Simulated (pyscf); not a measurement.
Thermochemistry of product channels of H₂N–SiH₂–NH₂ + SiH₄ on the singlet surface, in eV, from ωB97M-D3(BJ)/def2-TZVP energies (ideal gas, 1 atm, RRHO with modes under 100 cm⁻¹ raised to 100, one conformer, R ln 2 for chiral ones without a mode under 150 cm⁻¹). Single points on ωB97X-D3(BJ)/def2-SVP structures (PySCF, gas phase).

| products | ΔE | ΔH(298 K) | ΔG(298 K) | ΔG(1200 K) |
|---|---|---|---|---|
| H₂N–SiH₂–NH–SiH₃ + H₂ | -0.33 | -0.43 | -0.36 | -0.27 |
| H₂N–SiH(NH₂)–SiH₃ + H₂ | +0.37 | +0.29 | +0.33 | +0.25 |

These are energies of the channels, which say nothing of barriers.
